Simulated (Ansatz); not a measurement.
A made-up structure of C$_{2}$H$_{3}$Si (charge +1), singlet:

```tsv
atom	x (Å)	y (Å)	z (Å)
C1	-0.1025	0.5421	-0.1599
C2	-0.2733	-0.7224	0.2512
Si3	1.5075	-0.8803	0.1347
H4	-1.2094	-1.2061	0.4896
H5	2.6289	-1.7428	0.2565
H6	-0.8491	1.3171	-0.3325
```

It is relaxed with PBE-D4/def2-SVP and then PBE0-D4/def2-TZVP (Ansatz 0.2.0). Atoms count as bonded within 1.22 times the sum of their covalent radii (H–H: 0.88 Å). The end point is not checked to be a true minimum.

Does its bonding change? (A judgement: the text doesn't fix the answer.)

Computed: No: no bond forms or breaks.

Where it ends: The first stage lowers the energy by 1.57 eV in 9 steps. It ends as C₂H₃Si ([CH]1[CH][SiH]1), total charge +1:
```
6
angstrom
C 0.0362 0.3486 -0.1159
C -0.4431 -0.8686 0.3114
Si 1.2817 -0.8353 0.1247
H -1.4217 -1.2755 0.5380
H 2.6545 -1.3671 0.1497
H -0.4054 1.3057 -0.3683
```

Labels in which every atom is bracketed show which atoms are joined, not bond orders.

For scale, one of the runs: PBE0-D4/def2-TZVP relaxation, 117 basis functions, launched by `ansatz run in.yaml --threads 2 --pin off --events-out ev --progress --plain --max-ram 4352MiB`. The run took about 13 s on 2 CPU threads of an Intel Xeon Platinum 8259CL (shared host).
